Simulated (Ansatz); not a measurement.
Geometry optimisation, RKS B3LYP-D4/def2-SVP in Ansatz.

Input file:

```yaml
crystal:
  periodic: [false, false, false]
  atoms:
    - { symbol: Al, position_ang: [0.0, 0.0, 0.0] }
    - { symbol: Cl, position_ang: [0.0, 0.0, 2.23] }
    - { symbol: F, position_ang: [1.4635, 0.0, -0.845] }
    - { symbol: H, position_ang: [-1.351, 0.0, -0.78] }
basis:
  gaussian: { orbitals: def2-SVP }
hamiltonian:
  xc: b3lyp
  dispersion: d4
relax:
  f_tol: 0.02
  max_steps: 40
```

Run as:

```bash
$ ansatz run input.yaml --threads 1 --pin off --max-ram 2048MiB --backend cpu --events-out ev --progress --plain --runs-dir out
```

Where does it end, and by what steps?

It converged. After 4 steps the energy has fallen by 0.158 eV; Cl2 moved furthest, 0.11 Å.

| step | energy less start (eV) | largest force component (eV/Å) | accepted |
| --- | --- | --- | --- |
| 0 | 0.0000 | 1.819 | yes |
| 1 | -0.1461 | 0.502 | yes |
| 2 | -0.1570 | 0.199 | yes |
| 3 | -0.1582 | 0.039 | yes |
| 4 | -0.1582 | 0.002 | yes |

```xyz
4
Properties=species:S:1:pos:R:3
Al -0.016 0.000 0.032
Cl 0.040 0.000 2.124
F 1.438 0.000 -0.770
H -1.349 0.000 -0.781
```

The run took 4.4 s on 1 thread of Intel(R) Xeon(R) 6975P-C (Granite Rapids), with other jobs on the host, peak memory 0.13 GiB.
